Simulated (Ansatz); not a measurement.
**C₂H₄+ (doublet): energies up the ladder**

Aim: energies up the ladder, for C₂H₄+ (doublet), with the cost of each level. Charge +1. Spin multiplicity 2.

Computed with Ansatz 0.2.0 (the levels named in each step, unless a step's input says otherwise).

## (1) The structure to begin with

Bond lengths: C1–C2 1.316 Å, C1–H3 1.078 Å, C1–H4 1.078 Å, C2–H5 1.078 Å, C2–H6 1.078 Å. Angles: C1–C2–H5 122.0°, C1–C2–H6 122.0°, H5–C2–H6 116.0°, C2–C1–H3 122.0°, C2–C1–H4 122.0°, H3–C1–H4 116.0°.

Structure file:

```xyz
6

C    -0.6568   -0.0426   -0.0037
C     0.6568    0.0425    0.0036
H    -1.2861    0.8205    0.1403
H    -1.1678   -0.9796   -0.1538
H     1.2861   -0.8207   -0.1395
H     1.1678    0.9797    0.1530
```

## (2) A rough first relaxation, PBE-D4/def2-SVP

Contents of input.yaml:

```yaml
crystal:
  periodic: [false, false, false]
  atoms:
    - { symbol: C, position_ang: [-0.65679, -0.04263, -0.00365] }
    - { symbol: C, position_ang: [0.6568, 0.0425, 0.00363] }
    - { symbol: H, position_ang: [-1.28608, 0.82053, 0.1403] }
    - { symbol: H, position_ang: [-1.16779, -0.97958, -0.15382] }
    - { symbol: H, position_ang: [1.28609, -0.82066, -0.13949] }
    - { symbol: H, position_ang: [1.16778, 0.97971, 0.15301] }
magnetization:
  spin_polarized: true
  initial_magnetization: 1
total_charge: 1
basis:
  gaussian: { orbitals: def2-SVP }
hamiltonian:
  xc: pbe
  dispersion: d4
relax:
  f_tol: 0.03
  max_steps: 200
```

Launch:

```bash
$ ansatz run input.yaml --threads 2 --pin off --max-ram 5120MiB --backend cpu --events-out ev --progress --plain --runs-dir out
```

The runs that follow: Relaxation, PBE0-D4/def2-TZVPP; Frequencies, PBE0-D4/def2-TZVPP; Single point, PBE-D4/def2-TZVPP; Single point, r2SCAN-D4/def2-TZVPP; Single point, B3LYP-D4/def2-TZVPP; Single point, wB97M-V/def2-TZVPP; Single point, B2PLYP/def2-TZVPP; Single point, LDA/def2-TZVPP; Single point, PBE0-D4/def2-SVP; Single point, PBE-D4/def2-SVP; Single point, CCSD(T)/def2-TZVPP; Single point, CCSD(T)/def2-QZVPP.

Before running it: what results should come out? Wanted: C1–C2 at PBE0-D4/def2-TZVPP; frequencies at PBE0-D4/def2-TZVPP; energy at CCSD(T)/CBS.

The runs gave:

| quantity | value |
| --- | --- |
| C1–C2 at PBE0-D4/def2-TZVPP | 1.385 Å |
| frequencies at PBE0-D4/def2-TZVPP | 610 to 3219 cm⁻¹ |
| energy at CCSD(T)/CBS | -2124.874 eV |

In words: No mode is imaginary, so the geometry is a minimum. These totals serve in differences with atoms or fragments at the same level; alone they don't rank the methods.
